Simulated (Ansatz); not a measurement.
C$_{3}$H$_{4}$F$_{2}$, SMILES `C=C(F)CF`, relaxed with RKS PBE-D4/def2-SVP in Ansatz 0.2.0 from a rough embedded geometry. The force threshold is 0.03 eV/Å; the program also tests the step.

Total charge 0; spin multiplicity 1.

Start:

```xyz
9

C     0.935    0.165   -1.045
C    -0.215    0.321   -0.357
F    -1.115    1.100   -0.935
C    -0.585   -0.249    0.903
F     0.451   -1.040    1.466
H     1.705   -0.533   -0.589
H     1.100    0.572   -2.001
H    -0.765    0.536    1.655
H    -1.510   -0.872    0.903
```

```tsv
step	energy (eV)	largest force (eV/Å)	largest move (Å)
1	-8592.8991	3.467	0.000
2	-8593.1577	1.537	0.057
3	-8593.2084	0.311	0.059
4	-8593.2191	0.193	0.059
5	-8593.2208	0.047	0.012
6	-8593.2209	0.010	0.003
```

End:

```xyz
9

C     0.953    0.116   -1.048
C    -0.190    0.316   -0.384
F    -1.183    1.094   -0.869
C    -0.570   -0.256    0.954
F     0.437   -1.045    1.462
H     1.721   -0.528   -0.601
H     1.128    0.585   -2.025
H    -0.791    0.577    1.662
H    -1.503   -0.858    0.849
```

Hardware: 2 threads of a server CPU on a shared host. Wall time 8.5 s, peak host memory 0.13 GiB.
